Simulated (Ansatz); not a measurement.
## Down a group: atomization energies of HOSi, HOGe

Ansatz 0.2.0, basis cc-pVDZ; geometries are PBE0/def2-TZVP minima. Wave-function levels freeze the cores with the filled d shells of p-block atoms; HF, MP2 and coupled cluster are restricted for singlets and unrestricted otherwise, atoms included (their steps beyond CCSDT(Q) come from restricted open-shell runs), restricted open-shell where a d shell is frozen. The reference is CCSDTQ (coupled cluster only where its series has nearly closed). An error is the level's value less the reference. None of these values is a measured one. Energies are electronic, without zero-point terms. No spin–orbit coupling and no scalar relativity. The set is small: it underbinds, by tens of kJ/mol for each bond, so near ties and functionals' places can change in larger sets. The species are chosen: bound, without strong static correlation by their natural occupations or amplitudes, in their lowest spin state as far as vertical gaps and like structures tell, and with a ladder that closes on the reference, so errors are smaller than for species at large; levels whose determinant breaks symmetry or spin markedly are left out.

```tsv
species	bonds (Å)	quantity	symmetry of the states	reference	value (kJ/mol)	error CCSD	error CCSD(T)	error CCSDT	error CCSDT(Q)
HOSi, doublet	O–Si 1.650, O–H 0.962, angle at O 119°	atomization	A'	CCSDTQ	813.4	-15.1	-1.8	-1.6	0.3
HOGe, doublet	O–Ge 1.786, O–H 0.962, angle at O 115°	atomization	A'	CCSDTQ	763.9	-16.9	-2.3	-1.8	0.0
```

The reference falls from Si to Ge, by 49.5 kJ/mol in all.
